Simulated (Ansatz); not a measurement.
Relaxation of C3H6OS (11 atoms, charge 0, multiplicity 1), to a largest force component of 0.02 eV/Å in at most 40 steps.

These are results of RHF/STO-3G (Ansatz), not measurements.

```xyz
11
Properties=species:S:1:pos:R:3:forces:R:3
C 0.309 0.563 1.535 -0.28 2.83 0.63
C 0.254 -0.522 0.810 0.85 1.30 0.39
O -0.269 -1.672 1.343 -0.62 -0.89 0.53
S 0.976 -0.621 -0.785 -0.74 0.56 -1.96
C -0.259 0.418 -1.697 0.17 0.45 4.17
H -0.142 0.631 2.529 0.31 -0.28 -0.51
H 0.696 1.538 1.144 -0.39 -1.68 0.49
H 0.002 -2.338 0.684 -0.14 -1.13 -0.24
H -0.018 0.412 -2.704 0.44 -0.13 -2.61
H -1.284 0.070 -1.521 0.48 -0.03 -0.35
H -0.199 1.462 -1.317 -0.08 -1.01 -0.54
```

Q: Where does it end, and by what steps?

A: It converged. Limits of this set-up: minimal basis. After 23 steps the energy has fallen by 0.319 eV; H7 moved furthest, 0.74 Å.

```
step  energy less start (eV)  largest force component (eV/Å)  accepted
   0                  0.0000                           4.170       yes
   1                 -0.2349                           1.020       yes
   2                 -0.2934                           0.589       yes
   3                 -0.3010                           0.254       yes
   4                 -0.3032                           0.027       yes
   5                 -0.3039                           0.065       yes
   6                 -0.3049                           0.123       yes
   7                 -0.3054                           0.066       yes
   8                 -0.3058                           0.049       yes
   9                 -0.3061                           0.074       yes
  10                 -0.3065                           0.051       yes
  11                 -0.3067                           0.179       yes
  12                 -0.3079                           0.100       yes
  13                 -0.3095                           0.066       yes
  14                 -0.3023                           0.611        no
  15                 -0.3110                           0.086       yes
  16                 -0.3111                           0.165       yes
  17                 -0.3138                           0.136       yes
  18                 -0.3152                           0.275       yes
  19                 -0.3176                           0.111       yes
  20                 -0.3183                           0.078       yes
  21                 -0.3189                           0.056       yes
  22                 -0.3193                           0.022       yes
  23                 -0.3194                           0.016       yes
```

```xyz
11
Properties=species:S:1:pos:R:3
C 0.510 0.598 1.824
C 0.307 -0.246 0.837
O -0.599 -1.306 1.015
S 1.131 -0.126 -0.742
C -0.311 0.219 -1.767
H 0.029 0.464 2.782
H 1.158 1.453 1.714
H -0.335 -1.994 0.354
H 0.013 0.266 -2.801
H -1.067 -0.556 -1.684
H -0.771 1.171 -1.512
```

Run time: 18 s on 1 thread of Arm Neoverse V2, on a shared host, peak memory 0.11 GiB.
